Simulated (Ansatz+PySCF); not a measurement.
Two shapes of singlet C₄H₈.

Shape 1:

```xyz
12

C     0.0000    0.0040   -0.6683
C     0.0000   -0.0040    0.6683
C     0.0000    1.2255   -1.5272
C     0.0000   -1.2255    1.5272
H     0.0000   -0.9611   -1.1939
H     0.0000    0.9611    1.1939
H     0.0000    2.1461   -0.9244
H     0.8831    1.2515   -2.1881
H    -0.8831    1.2515   -2.1881
H     0.0000   -2.1461    0.9244
H     0.8831   -1.2515    2.1881
H    -0.8831   -1.2515    2.1881
```

Shape 2:

```xyz
12

C     0.0000    0.0043   -0.7218
C     0.0000   -0.0043    0.7218
C     0.0000    1.3235   -1.6493
C     0.0000   -1.3235    1.6493
H     0.0000   -1.0380   -1.2894
H     0.0000    1.0380    1.2894
H     0.0000    2.3178   -0.9984
H     0.9537    1.3517   -2.3632
H    -0.9537    1.3517   -2.3632
H     0.0000   -2.3178    0.9984
H     0.9537   -1.3517    2.3632
H    -0.9537   -1.3517    2.3632
```

Basis set: def2-SVP (spherical functions). Left uncorrelated: 4 orbitals. Charge 0, multiplicity 1.

Computed with Ansatz (development build ahead of 0.2.0); each method stands on the lowest determinant of its kind that the runs found.

(1) Which shape is lower in energy, and by how much in each method?

Results:

(1)

```csv
method,E(2) − E(1) (eV)
RHF,2.017
UHF,1.901
RHF-MP2,1.610
UHF-MP2,2.135
```

Shape 1 is lower. Caution for UHF, UHF-MP2: the unrestricted determinant is spin contaminated; the determinant breaks the point group. Caution for UHF-MP2: another reference gives a lower total.
